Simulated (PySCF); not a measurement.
Cartesian coordinates (Å):
```xyz
3

C      1.1444    -0.0701     0.0000
C     -0.0351     0.2436     0.0000
H     -1.1093     0.2632     0.0000
```
Charge 0, spin multiplicity 2.

### Question
Give the highest occupied spin orbital, dipole moment and total energy at the level PBE-D3(BJ)/def2-TZVP in PySCF 2.14.0.

### Answer

```yaml
highest_occupied_spin_orbital: -7.33 eV
dipole_moment: 0.203 e·Å
total_energy: -76.5336 Ha
```
